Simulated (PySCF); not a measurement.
**Dipole moment and polarisability of `C/C=C(\C)CF`**

Compound: C5H9F.
Structure used (GFN2-xTB), in Å, numbered top down from 1:
```
atom  x, y, z in Å
C1     2.089    0.357   -0.008
C2     0.663    0.760   -0.186
C3    -0.423    0.016   -0.025
C4    -0.471   -1.427    0.383
C5    -1.799    0.589   -0.250
F6    -1.776    1.908   -0.626
H7     2.200   -0.681    0.291
H8     2.554    0.989    0.748
H9     2.630    0.509   -0.942
H10    0.533    1.792   -0.486
H11    0.522   -1.833    0.541
H12   -1.040   -1.537    1.306
H13   -0.968   -2.018   -0.386
H14   -2.321    0.046   -1.049
H15   -2.398    0.537    0.668
```

Level: CAM-B3LYP/def2-SVPD (PySCF), static field, nuclei fixed, core orbitals frozen in the response. The polarisability tensor in these axes (au):

```
x   76.98  6.70 -0.64
y    6.70 62.95 -3.63
z   -0.64 -3.63 50.12
```

Problem. What are the eigenvalues, a third of the trace, and Δα (Δα² = ½Σ(αi − αj)² over the three pairs)?

Solution. Principal values 49.12, 61.14 and 79.79 au; mean 63.35 au = 9.39 Å³ = 10.44 × 10⁻⁴⁰ C²·m²/J; Δα = 26.77 au (42 % of the mean).

Problem. What is the dipole moment, and where does it point?

Solution. (0.34, -1.85, 0.54) D, 1.96 D in size, pointing from the negative to the positive side. Measured along this direction, the outermost atoms are F6 at the negative end and H11 at the positive end.

Problem. What depolarisation ratio follows for Rayleigh scattering of linearly polarised light, taking the static tensor?

Solution. ρ = 3Δα²/(45ᾱ² + 4Δα²) = 2150.4/(180592 + 2867.1) = 0.0117.

Problem. Directions of the eigenvectors, and the extent of the frame along each?

Solution. Largest value along (0.92, 0.38, -0.07), where the nuclei span 4.74 Å; middle along (-0.38, 0.88, -0.27), 4.50 Å; least along (-0.04, 0.27, 0.96), 1.79 Å. The response follows the extents in order.

Problem. Estimate the molar refractivity from the static electronic polarisability.

Solution. Lorentz–Lorenz: R = (4π/3)N_A α = 2.5225 cm³/(mol·Å³) × 9.39 Å³ = 23.7 cm³/mol, in the limit of long wavelengths.

The structure is a single GFN2-xTB conformer in the gas phase; no vibrational or solvent corrections. GFN2-xTB frequencies show an imaginary mode (29i cm⁻¹), so this geometry is no minimum at that level.

The run behind these numbers computed excited states as well. Hardware: an Arm Neoverse V1 with one thread, shared host. Cost: 33 s of wall time.
